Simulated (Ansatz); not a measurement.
This geometry of C$_{3}$H$_{5}$N (9 atoms, charge 0, multiplicity 1) is a first-order saddle point.

Computed with Ansatz 0.2.0, RKS PBE-D4/def2-SVP.

```xyz
9
Properties=species:S:1:pos:R:3
C -0.339 0.931 -0.761
C 0.140 -0.271 -0.047
N 1.307 -0.833 -0.014
C -0.299 -1.185 0.982
H -1.273 0.687 -1.307
H -0.596 1.728 -0.032
H 0.419 1.311 -1.471
H 0.960 -1.774 0.667
H -0.231 -0.639 1.965
```

Question: Which two structures does it join? (They come from a converged band through this point; their orientation in space is the band's.)

Answer: Bonds broken: C4–H8. Bonds formed: N3–H8.

Initial state:

```xyz
9
Properties=species:S:1:pos:R:3
C -0.327 0.989 -0.831
C 0.309 -0.049 0.004
N 1.450 -0.521 0.294
C 0.202 -1.140 0.964
H -1.051 0.524 -1.532
H -0.907 1.689 -0.194
H 0.431 1.556 -1.406
H -0.084 -2.158 0.639
H 0.066 -0.936 2.044
```

Final state:

```xyz
9
Properties=species:S:1:pos:R:3
C -0.383 0.931 -0.819
C -0.033 -0.103 0.159
N 1.253 -0.655 0.743
C -0.196 -0.951 1.123
H -1.468 1.151 -0.811
H 0.181 1.861 -0.591
H -0.088 0.626 -1.847
H 1.557 -1.430 0.112
H -0.734 -1.475 1.915
```

Question: How far does it lie above each of them?

Answer: 2.59 eV above the first and 1.05 eV above the second. This is the barrier of this one path; another mechanism may lie lower. The orbitals stay closed-shell, which can raise the energy where a bond breaks towards radicals; this wasn't checked here.

Run time: 6.8 min on 1 thread of Intel(R) Xeon(R) Processor @ 2.70GHz (shared host), peak memory 0.15 GiB.
